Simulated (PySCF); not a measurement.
AlP⁺, CCSD(T): how much the basis matters

PySCF, ROHF reference; quartet, unpaired electrons σ ↑, π ↑↑; De to Al⁺ + P without counterpoise correction. Frozen cores follow the default of each basis and core potential.

```
      basis     relativity  functions  Re (Å)  ωe (cm⁻¹)  De (eV)  frozen orbitals
    pcseg-1  no relativity         36   2.677        147     0.22               10
  def2-SVPD  no relativity         48   2.683        146     0.42               10
def2-TZVPPD  no relativity         96   2.566        197     0.50               10
```

(1) How does each smaller set differ from the one with most functions, def2-TZVPPD?

Correlated steps freeze 10 core orbitals. Correlated levels converge slowly with the basis: in double zeta they bind strong bonds too weakly, by up to about 1 eV, and carry superposition errors of some tenths. For an ion De counts to the pair picked by the measured ionisation energies or electron affinities, which need not be the lowest pair at this level. The state was picked by a PBE0 search and need not be the measured ground state.

## Answers

(1) pcseg-1: +11.1 pm, -25.4 % in ωe, -0.28 eV in De; def2-SVPD: +11.7 pm, -25.9 % in ωe, -0.08 eV in De. All at CCSD(T); the set with most functions is neither the basis-set limit nor always the best.
